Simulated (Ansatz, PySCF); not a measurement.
This Ansatz (a program for electronic structure) input computes a CCSD(T)/cc-pVDZ energy:

Ansatz 0.2 input:
```yaml
crystal:
  periodic: [false, false, false]
  atoms:
    - {symbol: C, position_ang: [-0.30533261, -1.70728978, 0.02202826]}
    - {symbol: C, position_ang: [0.49586612, -0.60667486, -0.00020802]}
    - {symbol: C, position_ang: [-0.03560035, 0.72219420, -0.00712747]}
    - {symbol: H, position_ang: [0.36628103, -2.59455723, 0.02243663]}
    - {symbol: H, position_ang: [1.59772456, -0.59297275, -0.01500254]}
    - {symbol: N, position_ang: [-0.41337207, 1.81973609, -0.01365582]}
basis:
  gaussian:
    orbitals: cc-pVDZ
total_charge: -1
magnetization: {spin_polarized: false}
correlation: {method: ccsd_t, electrons: outside_noble_gas}
```

### Question
Write an input for the same energy in PySCF and say what it gives.

### Answer

```python
from pyscf import gto, scf, mp, cc as ccmod

mol = gto.M(
    atom='''
    C    -0.30533261   -1.70728978    0.02202826
    C     0.49586612   -0.60667486   -0.00020802
    C    -0.03560035    0.72219420   -0.00712747
    H     0.36628103   -2.59455723    0.02243663
    H     1.59772456   -0.59297275   -0.01500254
    N    -0.41337207    1.81973609   -0.01365582
    ''',
    basis='cc-pvdz',
    charge=-1,
    spin=0,
    verbose=4,
)

mf = scf.RHF(mol)
mf.conv_tol = 1e-10
mf.max_cycle = 100
mf.kernel()
mp2 = mp.MP2(mf, frozen=4).run()
cc = ccmod.CCSD(mf, frozen=4)
cc.max_cycle = 100
cc.kernel()
et = cc.ccsd_t()
print(f'E(CCSD(T)) = {cc.e_tot + et:.9f}')
```
It gives -169.72693 Eh, and Ansatz -169.72692 Eh, a difference of 0.01 mEh.

It need not be the lowest isomer of its formula. Whether it binds its extra electron was not tested at this geometry.
